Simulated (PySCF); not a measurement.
**What an electron can do to OH**

r²SCAN in PySCF with def2-TZVPPD on every atom, for the lowest determinant that a PBE0 search found; no spin–orbit coupling.

```
species  state (unpaired electrons)  Re (Å)  ωe (cm⁻¹)  energy of the minimum from the neutral (eV)  De (eV)  dissociates to
     OH               doublet (π ↑)   0.973       3717                                         0.00     4.71           H + O
    OH⁺              triplet (π ↑↑)   1.035       3058                                        13.05     5.26          H⁺ + O
    OH⁻      singlet (closed shell)   0.965       3761                                        -1.65     4.84          H + O⁻
```

Question: Work out the lowest energy to break OH into atoms, from its vibrational ground state.

Answer: D0 = De − ωe/2 = 4.71 − 0.23 = 4.48 eV (r²SCAN/def2-TZVPPD).

Question: Work out the ionisation energy of the H atom at this level and the threshold of dissociative ionisation.

Answer: IE(H) = 13.05 + 5.26 − 4.71 = 13.60 eV, so H⁺ + O + e⁻ appears at D0 + IE(H) = 18.08 eV (r²SCAN/def2-TZVPPD). The measured IE(H) is 13.598 eV (NIST ASD).

Question: Work out the electron affinity of the O atom and the threshold of dissociative attachment.

Answer: EA(O) = 4.71 − 4.84 − (-1.65) = 1.52 eV, so H + O⁻ needs D0 − EA(O) = 2.96 eV (r²SCAN/def2-TZVPPD). The measured EA(O) is 1.461 eV.

Question: At which energy does ion-pair formation open?

Answer: H⁺ + O⁻ lies at D0 + IE(H) − EA(O) = 16.56 eV (r²SCAN/def2-TZVPPD).

These are thermodynamic thresholds; the onsets seen under electron impact lie higher where the geometry changes, and cross-sections peak well above them.

For an ion De counts to the pair picked by the measured ionisation energies or electron affinities, which need not be the lowest pair at this level. The highest Kohn–Sham level is positive in this anion. Much of that is self-interaction error, but it also means that the finite basis helps to hold the extra electron. States were picked by a PBE0 search and need not be the measured ground states.
